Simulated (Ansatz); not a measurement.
The cluster Li₂S⁺, relaxed as a quartet with UKS r2SCAN-D4/def2-TZVP in Ansatz, starting from the r2SCAN-D4/def2-TZVP geometry of the charge +1 doublet. Force threshold 0.02 eV/Å.

In the quartet geometry the species has come apart into loosely held pieces. At r2SCAN-D4/def2-TZVP a doublet of charge 1 lies 4.42 eV below the quartet, each at its own geometry. The structure comes from a short search, and lower isomers may exist.

Start:

```xyz
3

Li   -0.105   -1.671   -1.515
Li    0.105    1.671    1.515
S     0.000    0.000    0.000
```

Task: Estimate the energy that the relaxation releases and the steps that it takes.

Result: 0.77 eV, in 13 steps; 25 s on 4 threads of Arm Neoverse V1 on a shared host. The force fell under the threshold at step 5, but the optimiser went on and released 0.026 eV more. No frequencies were taken in this run, so the end may be a saddle point.

Task: Does the start keep its bonding and symmetry?

Result: Bonds lost: Li2–S3 (atoms count from 1). The end holds 2 separate pieces. Point group D∞h at the start, C∞v at the end, both within 0.05 Å.

Task: Predict the relaxed structure.

Result: 
```csv
atom,x (Å),y (Å),z (Å)
Li1,-0.142,-2.252,-2.041
Li2,0.162,2.572,2.332
S3,-0.020,-0.320,-0.290
```
Bond lengths (bridged metal pairs left out): 1 × Li–S 2.61 Å.
